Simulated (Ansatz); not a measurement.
# One shape, several levels: O2F (SMILES [O]OF)

Wanted: a comparison of 6 runs (UB2PLYP/STO-3G, UB3LYP/STO-3G, UPBE/STO-3G, UPBE0/STO-3G, UCCSDT(Q)/STO-3G, UCCSDTQ/STO-3G) of O2F. 

Program for the calculation: Ansatz 0.2.0.

38 further runs of the same task are left out: 11 that didn't finish, 27 set aside as unsound or not needed.

### Step 1. The molecule

O2F has 3 atoms, charge 0, and is taken as a doublet. As SMILES, `[O]OF`. The O2–O1 distance was set to 1.772 Å, away from the relaxed value.

A long bond or contact: O2–F3 1.573 Å.

### Step 2. The energy at UB2PLYP/STO-3G (run 1)

run.yaml

```yaml
crystal:
  periodic: [false, false, false]
  atoms:
    - {symbol: O, position_ang: [1.333461, -0.692091, 0.659393]}
    - {symbol: O, position_ang: [0.133270, 0.497870, 0.127930]}
    - {symbol: F, position_ang: [-1.066650, -0.202430, -0.610160]}
basis:
  gaussian:
    orbitals: STO-3G
magnetization:
  spin_polarized: true
  initial_magnetization: 1
hamiltonian:
  xc: {name: B2PLYP}
correlation:
  frozen_orbitals: {F: 1, O: 1}
accuracy: high
```

Run with:

```bash
$ ansatz run run.yaml --threads 1 --pin off --max-ram 3480MiB --events-out events.jsonl --progress --plain --runs-dir runs
```

Standard output:

```text
Warning: RAYON_NUM_THREADS=1 ignored (pool sized by the plan → 1); use --threads N
Functional definition: B2PLYP
  name "B2PLYP"
  parameter a = 0.53
  parameter c = 0.27
  exchange = (1 - a)*b88_x + a*exact_x
  correlation = (1 - c)*lyp_c + c*(mp2_os + mp2_ss)
249 factors; integrals over basis functions are off by at most 4.9e-8 eV
mean field evaluation 1: about -6689.9516 eV, gradient 3.4e1 eV
mean field evaluation 2: about -6689.9564 eV, gradient 3.4e1 eV
mean field evaluation 4: about -6676.3574 eV, gradient 5.2e1 eV
mean field evaluation 8: about -6696.8187 eV, gradient 1.9e0 eV
mean field evaluation 16: about -6698.3169 eV, gradient 2.0e0 eV
mean field evaluation 32: about -6696.7293 eV, gradient 3.0e0 eV
mean field evaluation 64: about -6699.2582 eV, gradient 2.1e-1 eV
mean field evaluation 96: about -6699.2597 eV, gradient 4.7e-2 eV
mean field evaluation 128: about -6692.3155 eV, gradient 1.2e1 eV
mean field evaluation 160: about -6697.9721 eV, gradient 6.9e0 eV
mean field -6699.25982251 eV, -246.1932575559 hartree, gradient 3.2e-8 eV, S^2 1.563153; 12 other end points of the search recorded, 0 dependent functions left out
3 core orbitals not correlated: weight in the atoms' cores, before any rotation towards them, 1.000 or more for the frozen orbitals, at most 0.000 for the correlated occupied ones
reference -6699.25983196 eV, -246.1932579030 hartree; 10, 9 occupied and 2, 3 virtual orbitals, 249 factors
second order -2.15829440 eV of doubles, -0.00000000 eV of singles
Total energy: -6699.84257144 eV, -246.2146731842 hartree
```

Run time: 6.9 s. Hardware: 1 thread of Arm Neoverse V1, shared host; peak memory 0.11 GiB.

### Step 3. A single-point energy at UB3LYP/STO-3G (run 2)

run.yaml

```yaml
crystal:
  periodic: [false, false, false]
  atoms:
    - {symbol: O, position_ang: [1.333461, -0.692091, 0.659393]}
    - {symbol: O, position_ang: [0.133270, 0.497870, 0.127930]}
    - {symbol: F, position_ang: [-1.066650, -0.202430, -0.610160]}
basis:
  gaussian: {orbitals: STO-3G}
magnetization: {spin_polarized: true, initial_magnetization: 1}
hamiltonian: {xc: {name: B3LYP}}
accuracy: high
```

Run with:

```bash
$ ansatz run run.yaml --threads 1 --pin off --max-ram 3480MiB --events-out events.jsonl --progress --plain --runs-dir runs
```

Standard output:

```text
Warning: RAYON_NUM_THREADS=1 ignored (pool sized by the plan → 1); use --threads N
Functional definition: B3LYP
  name "B3LYP"
  parameter a0 = 0.2
  parameter ax = 0.72
  parameter ac = 0.81
  exchange = (1 - a0 - ax)*slater_x + ax*b88_x + a0*exact_x
  correlation = (1 - ac)*vwn_rpa_c + ac*lyp_c
249 factors; integrals over basis functions are off by at most 4.9e-8 eV
mean field evaluation 1: about -6699.9489 eV, gradient 3.3e1 eV
mean field evaluation 2: about -6597.1684 eV, gradient 5.1e1 eV
mean field evaluation 4: about -6662.8273 eV, gradient 4.3e1 eV
mean field evaluation 8: about -6707.6690 eV, gradient 1.0e-1 eV
mean field evaluation 16: about -6707.6442 eV, gradient 1.2e-8 eV
mean field -6707.64419486 eV, -246.5013775565 hartree, gradient 1.2e-8 eV, S^2 0.938226; 3 other end points of the search recorded, 0 dependent functions left out
reference -6707.64420949 eV, -246.5013780940 hartree; 13, 12 occupied and 2, 3 virtual orbitals, 249 factors
Total energy: -6707.64420949 eV, -246.5013780940 hartree
```

Run time: 1.6 s. Hardware: 1 thread of Arm Neoverse V1, shared host; peak memory 0.11 GiB.

Run 3 isn't shown in full; the table further down has it.

### Step 4. A single-point energy at UPBE0/STO-3G (run 4)

job.yaml

```yaml
crystal:
  periodic: [false, false, false]
  atoms:
    - {symbol: O, position_ang: [1.333461, -0.692091, 0.659393]}
    - {symbol: O, position_ang: [0.133270, 0.497870, 0.127930]}
    - {symbol: F, position_ang: [-1.066650, -0.202430, -0.610160]}
basis:
  gaussian: {orbitals: STO-3G}
magnetization: {spin_polarized: true, initial_magnetization: 1}
hamiltonian: {xc: {name: PBE0}}
accuracy: high
```

Run with:

```bash
$ ansatz run job.yaml --threads 1 --pin off --max-ram 3480MiB --events-out events.jsonl --progress --plain --runs-dir runs
```

Standard output:

```text
Warning: RAYON_NUM_THREADS=1 ignored (pool sized by the plan → 1); use --threads N
Functional definition: PBE0
  name "PBE0"
  parameter a = 0.25
  parameter kappa = 0.804
  parameter beta = 0.06672455060314922
  exchange = (1 - a)*pbe_x(kappa = kappa, mu = beta*pi^2/3) + a*exact_x
  correlation = pbe_c(beta = beta)
249 factors; integrals over basis functions are off by at most 4.9e-8 eV
mean field evaluation 1: about -6694.3727 eV, gradient 3.3e1 eV
mean field evaluation 2: about -6593.7280 eV, gradient 5.4e1 eV
mean field evaluation 4: about -6660.5997 eV, gradient 4.5e1 eV
mean field evaluation 8: about -6701.6728 eV, gradient 3.1e0 eV
mean field evaluation 16: about -6702.1086 eV, gradient 1.3e-8 eV
mean field evaluation 32: about -6702.0754 eV, gradient 7.0e-1 eV
mean field -6702.10860085 eV, -246.2979482289 hartree, gradient 2.4e-8 eV, S^2 1.039991; 3 other end points of the search recorded, 0 dependent functions left out
reference -6702.10860135 eV, -246.2979482472 hartree; 13, 12 occupied and 2, 3 virtual orbitals, 249 factors
Total energy: -6702.10860135 eV, -246.2979482472 hartree
```

Run time: 1.6 s. Hardware: 1 thread of Arm Neoverse V1, shared host; peak memory 0.11 GiB.

Run 5 isn't shown in full; the table further down has it.

### Step 5. The energy at UCCSDTQ/STO-3G (run 6)

run.yaml

```yaml
crystal:
  periodic: [false, false, false]
  atoms:
    - symbol: O
      position_ang: [1.333461, -0.692091, 0.659393]
    - symbol: O
      position_ang: [0.133270, 0.497870, 0.127930]
    - symbol: F
      position_ang: [-1.066650, -0.202430, -0.610160]
basis:
  gaussian:
    orbitals: STO-3G
magnetization:
  spin_polarized: true
  initial_magnetization: 1
correlation:
  method: ccsdtq
  frozen_orbitals: {F: 1, O: 1}
accuracy: high
scf:
  omitted_lower_state_checks: [cluster_reference, increment]
```

Run with:

```bash
$ ansatz run run.yaml --threads 1 --pin off --max-ram 3480MiB --events-out events.jsonl --progress --plain --runs-dir runs
```

Standard output:

```text
Warning: RAYON_NUM_THREADS=1 ignored (pool sized by the plan → 1); use --threads N
[... 20 lines left out ...]
3 core orbitals not correlated: weight in the atoms' cores, before any rotation towards them, 1.000 or more for the frozen orbitals, at most 0.000 for the correlated occupied ones
[... 79 lines left out ...]
Total energy: -6685.41404419 eV, -245.6844345877 hartree
Checks for a lower state left out: cluster_reference, increment
```

Wall time 1.7 min (1 thread of Arm Neoverse V1, shared host); peak memory 0.56 GiB.

### Step 6. The series

```
run             level  frozen core orbitals  energy (Eh)   ⟨S²⟩  wall time
  1    UB2PLYP/STO-3G                     3  -246.214673  1.563      6.9 s
  2     UB3LYP/STO-3G                     –  -246.501378  0.938      1.6 s
  3       UPBE/STO-3G                     –  -246.294691  0.783      4.8 s
  4      UPBE0/STO-3G                     –  -246.297948  1.040      1.6 s
  5  UCCSDT(Q)/STO-3G                     3  -245.681997  2.133      2.3 s
  6    UCCSDTQ/STO-3G                     3  -245.684435  2.133    1.7 min
```

### Step 7. Summary of results

```
                                          quantity          value
                               run 6: total energy  -245.68443 Eh
run 6: correlation energy (3 core orbitals frozen)      -94.4 mEh
          run 6: ⟨S²⟩ of the reference determinant          2.133
                              run 6: T1 diagnostic          0.084
```

In words: Totals of different functionals can't be ranked against each other. In runs 1, 2, 3, 4, 5, 6 the basis is minimal, so the values are rough. Spin contamination of the reference: run 5 ⟨S²⟩ = 2.13, run 6 ⟨S²⟩ = 2.13, run 1 ⟨S²⟩ = 1.56, run 4 ⟨S²⟩ = 1.04, run 2 ⟨S²⟩ = 0.94. Where it is this large, the reference is a mixture of spin states, and values that rest on it are in doubt. All runs together took 2 min, the longest 1.7 min.
